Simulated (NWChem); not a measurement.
Correlation energy of hydrogen sulfide (H$_{2}$S)

```
S
H 1 1.3608
H 1 1.3608 2 91.41
```
Charge 0, spin multiplicity 1.

Everything below was run with NWChem. All single points use one geometry, from PBE/def2-SVP, a minimum by its harmonic frequencies.

Basis set: cc-pVDZ. Each correlation energy counts from its own Hartree-Fock reference.

The correlated methods keep 5 core orbitals frozen. Coupled-cluster values serve here as a point of comparison, not as the truth.

Task: One of these methods gave a correlation energy of -147.1 mHa. Which?
(A) RI-MP2
(B) SCS-MP2
(C) CCSD
(D) CR-CCSD[T]

Result: B, SCS-MP2. The others give -170.7 (CR-CCSD[T]), -144.9 (RI-MP2), -167.7 (CCSD).
